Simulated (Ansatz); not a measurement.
# C₃H₂S: vertical ionisation energy

An exercise on one series of results from a longer session: the logs are not shown, and one member is left open.

The runs use Ansatz 0.2.0, Gaussian basis; unrestricted cation, the program's frozen cores in correlated methods.

Plan: UKS PBE-D4/def2-TZVPP; UKS r2SCAN-D4/def2-TZVPP; UKS PBE0-D4/def2-TZVPP; UKS B3LYP-D4/def2-TZVPP; UKS wB97X-V/def2-TZVPP; UKS wB97M-V/def2-TZVPP; UKS B2PLYP/def2-TZVPP; UHF-CCSD(T)/def2-TZVPP; UHF-MP2/def2-QZVPP; extrapolation to the limit; then −ε(HOMO) from the neutral's earlier runs with LDA (SPW92), PBE-D4, revPBE-D4, BLYP-D4, r2SCAN-D4, B97M-V, PBE0-D4, B3LYP-D4, r2SCANh-D4, r2SCAN0-D4, HSE06-D4, BHLYP-D4, CAM-B3LYP-D4, LC-ωPBE, ωB97X-V, ωB97M-V.

**The relaxed structure**

An earlier PBE0-D4 in a triple-zeta def2 set relaxation fixed the geometry.

SMILES `C#CC=S`, 6 atoms, charge 0, spin multiplicity 1.

Atoms are counted from 1 here; the program's logs count them from 0.

Bond lengths: C1–C2 1.205 Å, C1–H5 1.065 Å, C2–C3 1.408 Å, C3–S4 1.617 Å, C3–H6 1.092 Å. Angles: C2–C1–H5 179.0°, C1–C2–C3 178.6°, C2–C3–S4 124.8°, C2–C3–H6 114.9°, S4–C3–H6 120.3°.

The first run:

The input, in.yaml:

```yaml
crystal:
  periodic: [false, false, false]
  atoms:
    - {symbol: C, position_ang: [0.360315, 0.996408, -1.147547]}
    - {symbol: C, position_ang: [0.108183, 0.231079, -0.251830]}
    - {symbol: C, position_ang: [-0.162111, -0.648935, 0.813270]}
    - {symbol: S, position_ang: [-1.299905, -1.798328, 0.794091]}
    - {symbol: H, position_ang: [0.569560, 1.665003, -1.949704]}
    - {symbol: H, position_ang: [0.465958, -0.509127, 1.695621]}
basis:
  gaussian: {orbitals: def2-TZVPP}
total_charge: 1
magnetization: {spin_polarized: true, initial_magnetization: 1}
hamiltonian: {xc: pbe, dispersion: d4}
```

Run with:

```console
> ansatz run in.yaml --threads 2 --pin off --events-out ev --progress --plain --max-ram 4352MiB
```

Among the steps run: Cation, UKS PBE-D4/def2-TZVPP; Cation, UKS r2SCAN-D4/def2-TZVPP; Cation, UKS PBE0-D4/def2-TZVPP; Cation, UKS B3LYP-D4/def2-TZVPP; Cation, UKS wB97X-V/def2-TZVPP; Cation, UKS wB97M-V/def2-TZVPP; Cation, UKS B2PLYP (frozen core)/def2-TZVPP; Cation, UHF-CCSD(T)/def2-TZVPP; Cation, UHF-MP2/def2-QZVPP.

One of the session's tables, all rows but one given; the rest of the session is left out.

For comparison, −ε(HOMO) of the neutral from earlier runs:

| functional | −ε(HOMO) (eV) |
| --- | --- |
| LDA (SPW92) | 5.68 |
| PBE-D4 | 5.56 |
| revPBE-D4 | 5.52 |
| BLYP-D4 | 5.40 |
| r2SCAN-D4 | 5.80 |
| B97M-V | 5.85 |
| PBE0-D4 | 6.84 |
| B3LYP-D4 | 6.59 |
| r2SCANh-D4 | 6.28 |
| r2SCAN0-D4 | 7.00 |
| HSE06-D4 | 6.44 |
| BHLYP-D4 | 7.97 |
| CAM-B3LYP-D4 | 8.21 |
| LC-ωPBE | ? |
| ωB97X-V | 9.26 |
| ωB97M-V | 9.09 |

Q: Estimate the row for LC-ωPBE from the others.

As computed: −ε(HOMO) (eV): 9.66. In the column «−ε(HOMO) (eV)» it is the highest.
